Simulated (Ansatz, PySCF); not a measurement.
Bond stretch in CH₂F₂, SMILES FCF. The C2–H5 bond (C2 also carries F, F, H; H5 carries nothing else) is pulled apart rigidly from the PBE0/def2-TZVP optimised geometry.

- UHF/cc-pVDZ (PySCF)
- RHF/cc-pVDZ (PySCF)
- UKS-B3LYP = unrestricted B3LYP/cc-pVDZ in PySCF
- RKS-B3LYP = restricted B3LYP/cc-pVDZ in PySCF
- UKS-M06-2X = unrestricted M06-2X/cc-pVDZ run with PySCF
- RKS-M06-2X = restricted M06-2X/cc-pVDZ in PySCF
- UKS-LDA (SVWN5) = unrestricted LDA (SVWN5)/cc-pVDZ in PySCF
- RKS-LDA (SVWN5) = restricted LDA (SVWN5)/cc-pVDZ in PySCF
- UKS-PBE = unrestricted PBE/cc-pVDZ (Ansatz, a quantum-chemistry and plane-wave program)
- RKS-PBE = restricted PBE/cc-pVDZ run with Ansatz
- UKS-B3LYP/6-31G* = PySCF 2.14.0 with unrestricted B3LYP/6-31G*, spherical d
- RKS-B3LYP/6-31G* = restricted B3LYP/6-31G*, spherical d run with PySCF 2.14.0
- UKS-M06-2X/6-31G* = PySCF with unrestricted M06-2X/6-31G*, spherical d
- RKS-M06-2X/6-31G* = restricted M06-2X/6-31G*, spherical d run with PySCF

Scanned distances (Å): 0.87, 0.92, 0.99, 1.03, 1.05, 1.09, 1.14, 1.15, 1.21, 1.25, 1.36, 1.48, 1.64, 1.79, 1.96, 2.21, 2.43, 2.68, 2.98, 3.28, 3.78.

**Question.** Where does the unrestricted solution first break spin symmetry (<S²> of 0.01 or more)?

**Answer.** UHF: between 1.48 and 1.64 Å; UKS-B3LYP: between 1.96 and 2.21 Å; UKS-M06-2X: between 1.96 and 2.21 Å; UKS-LDA (SVWN5): between 2.21 and 2.43 Å; UKS-PBE: between 1.96 and 2.21 Å; UKS-B3LYP/6-31G*: between 1.96 and 2.21 Å; UKS-M06-2X/6-31G*: between 1.96 and 2.21 Å.

```csv
R / Å,<S²> UHF,E(RHF) − E(UHF) / kcal/mol,<S²> UKS-B3LYP,E(RKS-B3LYP) − E(UKS-B3LYP) / kcal/mol,<S²> UKS-M06-2X,E(RKS-M06-2X) − E(UKS-M06-2X) / kcal/mol,<S²> UKS-LDA (SVWN5),E(RKS-LDA (SVWN5)) − E(UKS-LDA (SVWN5)) / kcal/mol,<S²> UKS-PBE,E(RKS-PBE) − E(UKS-PBE) / kcal/mol,<S²> UKS-B3LYP/6-31G*,E(RKS-B3LYP/6-31G*) − E(UKS-B3LYP/6-31G*) / kcal/mol,<S²> UKS-M06-2X/6-31G*,E(RKS-M06-2X/6-31G*) − E(UKS-M06-2X/6-31G*) / kcal/mol
0.87,0.00,0.0,0.00,0.0,0.00,0.0,0.00,0.0,0.00,0.0,0.00,0.0,0.00,0.0
0.92,0.00,0.0,0.00,0.0,0.00,0.0,0.00,0.0,0.00,0.0,0.00,0.0,0.00,0.0
0.99,0.00,0.0,0.00,0.0,0.00,0.0,0.00,0.0,0.00,0.0,0.00,0.0,0.00,0.0
1.03,0.00,0.0,0.00,0.0,0.00,0.0,0.00,0.0,0.00,0.0,0.00,0.0,0.00,0.0
1.05,0.00,0.0,0.00,0.0,0.00,0.0,0.00,0.0,0.00,0.0,0.00,0.0,0.00,0.0
1.09,0.00,0.0,0.00,0.0,0.00,0.0,0.00,0.0,0.00,0.0,0.00,0.0,0.00,0.0
1.14,0.00,0.0,0.00,0.0,0.00,0.0,0.00,0.0,0.00,0.0,0.00,0.0,0.00,0.0
1.15,0.00,0.0,0.00,0.0,0.00,0.0,0.00,0.0,0.00,0.0,0.00,0.0,0.00,0.0
1.21,0.00,0.0,0.00,0.0,0.00,0.0,0.00,0.0,0.00,0.0,0.00,0.0,0.00,0.0
1.25,0.00,0.0,0.00,0.0,0.00,0.0,0.00,0.0,0.00,0.0,0.00,0.0,0.00,0.0
1.36,0.00,0.0,0.00,0.0,0.00,0.0,0.00,0.0,0.00,0.0,0.00,0.0,0.00,0.0
1.48,0.00,0.0,0.00,0.0,0.00,0.0,0.00,0.0,0.00,0.0,0.00,0.0,0.00,0.0
1.64,0.05,0.1,0.00,0.0,0.00,0.0,0.00,0.0,0.00,0.0,0.00,0.0,0.00,0.0
1.79,0.41,4.8,0.00,0.0,0.00,0.0,0.00,0.0,0.00,0.0,0.00,0.0,0.00,0.0
1.96,0.65,15.6,0.00,0.0,0.00,0.0,0.00,0.0,0.00,0.0,0.00,0.0,0.00,0.0
2.21,0.84,34.8,0.40,2.7,0.54,4.4,0.00,0.0,0.06,0.0,0.41,2.9,0.54,4.7
2.43,0.92,51.6,0.66,8.6,0.78,13.6,0.25,0.5,0.52,2.7,0.67,9.0,0.79,14.3
2.68,0.96,68.8,0.83,16.4,0.90,24.9,0.60,3.9,0.78,8.3,0.84,17.1,0.00,—
2.98,0.99,86.5,0.93,25.2,0.00,—,0.81,9.4,0.92,15.3,0.93,26.3,0.00,—
3.28,1.00,101.0,0.97,32.5,0.00,—,0.92,14.5,0.97,21.3,0.98,34.0,0.00,—
3.78,1.00,119.4,1.00,41.2,0.00,—,0.98,21.1,1.00,28.2,1.00,43.3,0.00,—
```

Dashes: no converged value, or the column stops at the first point that the program doubted or that broke a chosen test of continuity, which isn't proof of a fault.
